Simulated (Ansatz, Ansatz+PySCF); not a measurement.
Two shapes of singlet NH3.

Shape 1:

```xyz
4

N    -0.0005   -0.0215    0.0765
H     0.9472    0.0340   -0.2489
H    -0.5057    0.8251   -0.2544
H    -0.4459   -0.8553   -0.2864
```

Shape 2:

```xyz
4

N     0.0000    0.0000    0.1313
H     1.0107    0.0000   -0.3064
H    -0.5054    0.8753   -0.3064
H    -0.5054   -0.8753   -0.3064
```

Basis set: def2-TZVP (spherical functions). Correlated methods keep 1 orbital frozen. Charge 0, multiplicity 1.

Computed with Ansatz (development build ahead of 0.2.0); each method stands on the lowest determinant of its kind that the runs found.

(1) Which shape is lower in energy, and by how much in each method?

## Answers

(1)

```
 method  E(2) − E(1) (eV)
    RHF             0.545
RHF-MP2             0.384
```

Shape 1 is lower.
